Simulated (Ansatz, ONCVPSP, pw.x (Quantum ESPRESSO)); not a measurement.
**What a changed setting does to a pw.x run (fcc Mg)**

Potential: optimised norm-conserving Vanderbilt (ONCV), ONCVPSP 4.0.1.1 (patched build), LDA (Perdew-Wang 92); core [Ne], reference 3s2; waves: 3s: rc 2.80 bohr, ncon 4, nbas 8, qcut 2.4 1/bohr, 2 projectors, debl 3.1 Ha; p scattering state at 0.21 Ha: rc 2.45 bohr, ncon 3, nbas 8, qcut 3.4 1/bohr, 2 projectors, debl 1.9 Ha; d scattering state at 0.1 Ha: rc 2.20 bohr, ncon 4, nbas 7, qcut 4.8 1/bohr, 1 projector; local part: polynomial inside 1.80 bohr (lpopt 5, dvloc0 -1 Ha); core correction: Teter function, parameters optimised by the program. In the p channel the program set the typed energies aside and used 0.050, 1.950 Ha.

The reference run (k-mesh 13³, cutoffs 50/200 Ry, Fermi–Dirac 0.01 Ry, mixing_beta 0.4, conv_thr 1e-9, no spin) gives -0.50 GPa at 21.873 Å³/atom, where all-electron LAPW gives -0.08 GPa. This run, with its own iteration cap, changes nbnd to 4.

```
&control
  calculation='scf', prefix='x', pseudo_dir='./', outdir='./tmp', tstress=.true., disk_io='none'
/
&system
  ibrav=0, nat=1, ntyp=1, ecutwfc=50, ecutrho=200, nbnd=4,
  occupations='smearing', smearing='fd', degauss=0.01
/
&electrons
  conv_thr=1e-09, mixing_beta=0.4, electron_maxstep=60
/
ATOMIC_SPECIES
Mg 1.0 Mg.UPF
CELL_PARAMETERS angstrom
  0.00000000 2.21969235 2.21969235
  2.21969235 0.00000000 2.21969235
  2.21969235 2.21969235 0.00000000
ATOMIC_POSITIONS crystal
Mg 0.0000 0.0000 0.0000
K_POINTS automatic
13 13 13 0 0 0
```

```bash
pw.x < Mg.scf.in > Mg.scf.out
```

Problem. How does the run end?

Solution. It converges in 6 iterations; the free energy moves by +0.0 meV/atom and the pressure by +0.00 GPa. The result is that of the reference run.

```
Message from routine setup:
     using ibrav=0 with symmetry is DISCOURAGED, use correct ibrav instead
     lattice parameter (alat)  =       5.9321  a.u.
     unit-cell volume          =     147.6063 (a.u.)^3
     number of electrons       =         2.00
     number of Kohn-Sham states=            4
     kinetic-energy cutoff     =      50.0000  Ry
     charge density cutoff     =     200.0000  Ry
     scf convergence threshold =      1.0E-09
     Exchange-correlation= SLA  PW   NOGX NOGC
     number of k points=    84  Fermi-Dirac smearing, width (Ry)=  0.0100
     iteration #  1     ecut=    50.00 Ry     beta= 0.40
     total energy              =      -2.17263661 Ry
     estimated scf accuracy    <       0.00384429 Ry
     iteration #  2     ecut=    50.00 Ry     beta= 0.40
     total energy              =      -2.17220558 Ry
     estimated scf accuracy    <       0.00130567 Ry
     iteration #  3     ecut=    50.00 Ry     beta= 0.40
     total energy              =      -2.17222946 Ry
     estimated scf accuracy    <       0.00000119 Ry
     iteration #  4     ecut=    50.00 Ry     beta= 0.40
     total energy              =      -2.17223060 Ry
     estimated scf accuracy    <       0.00000005 Ry
     iteration #  5     ecut=    50.00 Ry     beta= 0.40
     total energy              =      -2.17223061 Ry
     estimated scf accuracy    <          5.4E-09 Ry
     iteration #  6     ecut=    50.00 Ry     beta= 0.40
     the Fermi energy is     3.6641 ev
!    total energy              =      -2.17223061 Ry
     estimated scf accuracy    <          2.3E-10 Ry
     smearing contrib. (-TS)   =      -0.00196192 Ry
     The total energy is F=E-TS. E is the sum of the following terms:
     one-electron contribution =       1.31708229 Ry
     hartree contribution      =       0.00287224 Ry
     xc contribution           =      -1.30415040 Ry
     ewald contribution        =      -2.18607281 Ry
     convergence has been achieved in   6 iterations
          total   stress  (Ry/bohr**3)                   (kbar)     P=       -4.98
     Message from routine punch:
     Nothing written, as per user request (disk_io='none')
```

The run took about 7.9 s on one core of a shared host (Neoverse-N1, 64 threads, 124 GiB, load 62).
